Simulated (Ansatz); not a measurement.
We consider rock-salt GdN, described by r²SCAN+rVV10 (PAW; Ansatz, a first-principles code).

Settings: plane-wave cutoff 500 eV, 14×14×14 k mesh, Fermi–Dirac smearing 0.05 eV, spin-polarised with parallel moments, scalar-relativistic PAW data made under PBE.

Cell (relaxed at this level):

```cif
data_Gd4N4
_chemical_formula_sum 'Gd4 N4'
_space_group_name_H-M_alt 'Fm-3m'
_space_group_IT_number 225
_space_group_name_Hall '-F 4 2 3'
_cell_length_a 4.95805
_cell_length_b 4.95805
_cell_length_c 4.95805
_cell_angle_alpha 90.000
_cell_angle_beta 90.000
_cell_angle_gamma 90.000
loop_
_atom_site_label
_atom_site_type_symbol
_atom_site_symmetry_multiplicity
_atom_site_Wyckoff_symbol
_atom_site_fract_x
_atom_site_fract_y
_atom_site_fract_z
_atom_site_occupancy
Gd1 Gd 4 a 0.00000 0.00000 0.00000 1
N1 N 4 b 0.50000 0.50000 0.50000 1
```
(The calculation used a cell of 2 atoms; values per cell refer to that cell.)

**Question.** Estimate the magnetic moment (largest site, within a sphere) that the calculation returns.

**Answer.** 
* **magnetic moment (largest site, within a sphere)**: 6.92 μB

Note: the 4f shell is treated without U or exact exchange, so its levels and filling can be wrong.

Moments are spin moments.

Spin–orbit coupling is not included.

Static lattice: no zero-point or thermal effects.

Cost on a shared machine: very roughly 80 core-seconds.
